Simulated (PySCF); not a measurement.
C₃H₃ClN₂.
Structure used (GFN2-xTB), in Å, numbered top down from 1:
```
atom  x, y, z in Å
Cl1    2.804   -0.264    0.368
C2     1.120   -0.211    0.166
C3     0.343    0.919   -0.153
C4    -0.942    0.436   -0.198
N5    -0.874   -0.881    0.079
N6     0.372   -1.290    0.304
H7     0.689    1.916   -0.319
H8    -1.871    0.927   -0.404
H9    -1.628   -1.547    0.131
```

A PySCF run (density fitting, gas phase, GFN2-xTB geometry) gave HOMO -6.10 eV, LUMO -0.79 eV, dipole 3.58 D and E = -685.310 Eh.

Question: Which of these levels was it?
A. PBE0/IGLO-III
B. WP04/6-31G
C. PBE0/STO-3G
D. PBE/pcSseg-1
E. PBE0/pcSseg-1

Answer: D. It is PBE/pcSseg-1. All candidates on this geometry:

```
             level and settings                                   kind  basis functions  SCF cycles     E (Eh)  HOMO (eV)  LUMO (eV)  dipole (D)
                   PBE/pcSseg-1                                    GGA              124          16  -685.3105      -6.10      -0.79        3.58
                     WP04/6-31G  global hybrid fitted to proton shifts               64          14  -694.9986      -8.37      -1.91        4.04
PBE0/IGLO-III, start guess vsap                          global hybrid              249          19  -685.4900      -7.21       0.10        3.51
                  PBE0/pcSseg-1                          global hybrid              124          14  -685.3462      -7.30       0.17        3.75
                    PBE0/STO-3G                          global hybrid               37          12  -677.5570      -5.52       2.92        4.01
```

The nearest other candidate, by the summed differences of HOMO and LUMO, is PBE0/IGLO-III: its HOMO differs by -1.11 eV and its LUMO by +0.89 eV. Cycle counts include a coarse-grid stage where the run had one. WP04 was designed for NMR shieldings or shifts; total energies of different functionals aren't comparable.
